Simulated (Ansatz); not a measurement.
Input for Ansatz (development build ahead of 0.2.0):

```yaml
crystal:
  periodic: [false, false, false]
  atoms:
    - { symbol: O, position_ang: [0.10963, -0.05791, 0.07105] }
    - { symbol: H, position_ang: [1.11096, -0.08993, 0.15966] }
    - { symbol: O, position_ang: [2.93984, 0.04624, -0.05235] }
    - { symbol: H, position_ang: [3.18995, 0.92393, -0.16276] }
    - { symbol: H, position_ang: [3.39947, -0.53452, -0.56101] }
    - { symbol: O, position_ang: [-1.34628, 2.68393, 0.3668] }
    - { symbol: H, position_ang: [-1.17123, 1.79017, 0.58055] }
    - { symbol: H, position_ang: [-1.5298, 2.67078, -0.57343] }
basis:
  gaussian: { orbitals: def2-SVP }
magnetization:
  spin_polarized: true
  initial_magnetization: 1
hamiltonian:
  xc: hf
correlation:
  method: mp2
  frozen_orbitals: { H: 0, O: 1 }
output:
  forces: true
```

The input is written out in the form of the current development build from the run's settings.

Results

- Converged: yes
- Reference energy: -227.25881 hartree
- Correlation energy: -0.55054 hartree
- Total energy: -227.80935 hartree
- Spin squared of the determinant: 0.755
- Stability test: minimum

Forces (eV/Å):
| atom | Fx | Fy | Fz |
| --- | --- | --- | --- |
| O1 | 0.991 | -0.065 | 0.157 |
| H2 | -1.046 | 0.078 | -0.173 |
| O3 | -3.614 | 0.013 | 3.339 |
| H4 | 1.130 | 2.236 | -0.700 |
| H5 | 2.440 | -2.224 | -2.593 |
| O6 | -0.338 | 1.799 | -0.076 |
| H7 | 0.446 | -1.671 | 0.164 |
| H8 | -0.008 | -0.166 | -0.117 |
